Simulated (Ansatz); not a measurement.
Relaxed structures of MgSiH2F, doublet (PBE0-D4/def2-TZVP; forces vanish, vibrations not checked; lower isomers may exist, and structures with a doubtful reference or unclear bonds are left out; Å). Program: Ansatz 0.2.0. Basis: def2-TZVPP. Cores are frozen in the correlated methods; orbitals are unrestricted. The outer core shell of Li, Na, Mg and K is correlated. The def2 sets are not built for correlating such inner shells, so the correlated values are less sure here.

(1) Rank them by CCSD(T) energy, lowest first, and give each one's height above the lowest. Links in brackets join atoms within 1.22 times the sum of their covalent radii (1.1 for two metals). (Judge from chemistry; the value comes from the calculation.)
A.
MgSiH₂F ([F][Mg][SiH2])
```
5
angstrom
F -0.2482 -2.1427 2.3950
Mg -0.0914 -0.9902 1.0823
Si 0.2589 0.5686 -0.8434
H -0.6885 0.6091 -1.9946
H 0.7692 1.9552 -0.6392
```
B.
MgSiH₂F ([F][SiH2][Mg])
```
5
angstrom
F 1.7767 -0.2197 -1.1276
Mg -0.5586 -0.8517 1.4760
Si 0.3741 0.4547 -0.6653
H -0.5158 0.4148 -1.8696
H 0.6712 1.9058 -0.4430
```
C.
MgSiH₂F ([H]1[MgH]2[F][Si]12)
```
5
angstrom
F 0.1256 -1.1853 0.6486
Mg -0.1998 0.0522 -0.8136
Si -0.0146 0.1712 1.8461
H -0.4520 0.0802 -2.4816
H 0.4777 1.1291 0.6227
```

No T1 diagnostic of these runs exceeds 0.016. ⟨S²⟩ of the unrestricted Hartree–Fock references: 0.76 to 0.78 (a pure state has 0.75).

Results:

(1) By the calculation: A (0.0 kJ/mol), B (4.4 kJ/mol), C (80.3 kJ/mol). Heights count from the lowest.

For scale, one of the runs: CCSD(T)/def2-TZVPP, 133 basis functions, launched by `ansatz run in.yaml --threads 2 --pin off --events-out ev --progress --plain --max-ram 4352MiB`. Hardware: 2 CPU threads of an Intel Xeon Platinum 8488C, shared host. Wall time 33 s; peak host memory 1.7 GiB.
